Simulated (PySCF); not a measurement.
Molecule: SMILES CC(F)F, C$_{2}$H$_{4}$F$_{2}$.

Molfile (atoms numbered from 1):
```
C2H4F2
     RDKit          3D

  8  7  0  0  0  0  0  0  0  0999 V2000
   -0.7569   -0.1980    0.0173 C   0  0  0  0  0  0  0  0  0  0  0  0
    0.6969    0.1711    0.0548 C   0  0  0  0  0  0  0  0  0  0  0  0
    1.4116   -0.6634   -0.7363 F   0  0  0  0  0  0  0  0  0  0  0  0
    0.8715    1.4288   -0.4164 F   0  0  0  0  0  0  0  0  0  0  0  0
   -1.1146   -0.1529   -1.0212 H   0  0  0  0  0  0  0  0  0  0  0  0
   -0.9011   -1.2165    0.4025 H   0  0  0  0  0  0  0  0  0  0  0  0
   -1.3410    0.5025    0.6293 H   0  0  0  0  0  0  0  0  0  0  0  0
    1.1329    0.1273    1.0696 H   0  0  0  0  0  0  0  0  0  0  0  0
  1  2  1  0
  2  3  1  0
  2  4  1  0
  1  5  1  0
  1  6  1  0
  1  7  1  0
  2  8  1  0
M  END
```

Geometry PBE0-D3(BJ)/def2-SVP throughout; GIAO in PySCF, gas phase, one conformer, non-relativistic; equivalent atoms averaged; functional PBE0.

Q: How do the absolute shieldings σ depend on the basis set? (ppm; last column core-seconds on shared hosts with different chips, so compare them loosely)

A: 
```csv
basis set,functions,C2,C1,F3/F4,H8,H5/H6/H7,core-s
STO-3G,24,150.5,217.5,419.4,29.65,31.60,2.2
6-31G,44,86.1,177.4,314.5,26.61,31.11,4
pcSseg-0,44,66.8,167.5,317.6,26.49,30.99,2
6-31G*,64,83.3,172.8,322.5,25.99,30.71,5.5
def2-SVP,76,81.3,173.6,325.2,25.77,30.14,6
cc-pVDZ,76,84.0,174.7,319.3,25.63,30.10,3.2
pcSseg-1,88,67.0,161.9,303.0,25.43,29.84,9.1
aug-cc-pVDZ,128,82.6,173.9,313.1,25.32,29.95,5.8
"6-311+G(2d,p)",132,70.5,165.1,302.5,25.57,30.16,11
def2-TZVP,148,67.7,164.8,302.1,25.59,30.15,14
cc-pVTZ,176,69.5,165.7,303.3,25.44,29.97,8.7
IGLO-III,180,63.3,161.5,300.4,25.38,29.99,8.6
pcSseg-2,200,62.6,161.6,300.9,25.34,29.89,11
```

Q: Which nucleus moves most, in ppm?

A: F3/F4 (fluorine of a CF2 group): from 300.4 ppm with IGLO-III to 419.4 ppm with STO-3G. The smallest spread is 1.75 ppm, at H5/H6/H7. Proton shifts span only some 12 ppm, so a few tenths of a ppm matter as much there as several ppm in carbon.

Q: Taking the largest basis, pcSseg-2 (200 functions), as the yardstick, rank the others by their worst heavy-atom deviation.

A: IGLO-III 0.7 ppm (180 functions), pcSseg-1 4.3 ppm (88 functions), def2-TZVP 5.1 ppm (148 functions), cc-pVTZ 6.9 ppm (176 functions), 6-311+G(2d,p) 7.8 ppm (132 functions), pcSseg-0 16.7 ppm (44 functions), aug-cc-pVDZ 19.9 ppm (128 functions), cc-pVDZ 21.4 ppm (76 functions), 6-31G* 21.6 ppm (64 functions), 6-31G 23.4 ppm (44 functions), def2-SVP 24.3 ppm (76 functions), STO-3G 118.5 ppm (24 functions).

A small basis that lands close on one nucleus may do so by chance; judge by the trend and by all nuclei.
